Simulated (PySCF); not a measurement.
2,3-pentadiene, C5H8.
Structure used (GFN2-xTB), in Å, numbered top down from 1:
```
atom  x, y, z in Å
C1     2.3054    0.1272    0.3454
C2     1.2226    0.0614   -0.6906
C3     0.0036   -0.3140   -0.4531
C4    -1.2149   -0.6778   -0.1959
C5    -2.3112    0.2620    0.2098
H6     3.1284   -0.5315    0.0689
H7     2.6959    1.1427    0.4143
H8     1.9266   -0.1715    1.3194
H9     1.5148    0.3460   -1.6949
H10   -1.4975   -1.7210   -0.2790
H11   -3.1270    0.2195   -0.5115
H12   -1.9424    1.2829    0.2664
H13   -2.7089   -0.0254    1.1830
```

Computed with PySCF 2.14.0, density-fitted response routines, TDDFT PBE0/def2-SVPD, vertical, gas phase, core orbitals frozen in the response.

Computed states:

```csv
state,E (eV),f
S1,5.86,0.0001
S2,6.08,0.0001
S3,6.79,0.0030
S4,6.88,0.113
S5,7.20,0.0070
S6,7.53,0.606
```

Broadening: Gaussians 0.4 eV wide at half height, area fixed by f = 4.319×10⁻⁹ ∫ε dν̃. The width is an assumption, not a result. The curve ends short of the highest state used, and states not computed would add to its high-energy end.

Question: Give the broadened spectrum and its maxima.

Answer: 
```
λ (nm)  ε (L mol⁻¹ cm⁻¹)
 178.8              7556
 180.4              7916
 182.1              7314
 183.7              6014
 185.3              4417
 187.0              2828
 188.6              1673
 190.2               898
 191.8               440
 193.5               188
 195.1                78
 196.7                31
 198.3                13
 200.0                 7
 201.6                 6
 203.2                 7
 204.9                 8
 206.5                 9
 208.1                10
 209.7                10
 211.4                10
 213.0                10
 214.6                 9
 216.3                 7
 217.9                 6
 219.5                 4
 221.1                 3
 222.8                 2
 224.4                 1
 226.0                 1
 227.6                 0
 229.3                 0
 230.9                 0
 232.5                 0
 234.2                 0
 235.8                 0
```

Maxima: 210 nm (5.90 eV), ε about 10, made up of S1 (82%) and S2 (18%); 180 nm (6.88 eV), ε about 7900, made up of S4 (96%) (ε in L mol⁻¹ cm⁻¹; maxima over ε = 5, shares over 10%).

Question: Coming from long wavelengths, where does ε first pass 100 L mol⁻¹ cm⁻¹?

Answer: At about 195 nm (6.37 eV), 0.51 eV above S1.

Question: What would ε be at 6.88 eV, the highest of these maxima, with half the width (0.2 eV)?

Answer: About 15500 L mol⁻¹ cm⁻¹ against 7920, a factor of about 1.96; a lone state at its own centre would give exactly 2.

Question: On this curve, what absorbance would a 10⁻⁴ mol/L sample give at 193 nm over a 1 cm path?

Answer: 193 nm is 6.424 eV, where ε is about 240 L mol⁻¹ cm⁻¹, so A = ε c l ≈ 0.024 (Beer–Lambert, with the gas-phase spectrum and the assumed width).

The run took 13 s of wall time (with the writing of density and orbital grids) on one thread of an Arm Neoverse V2, shared host with 96 logical CPUs at a one-minute load of 25, and the process peaked at 0.71 GiB of memory.
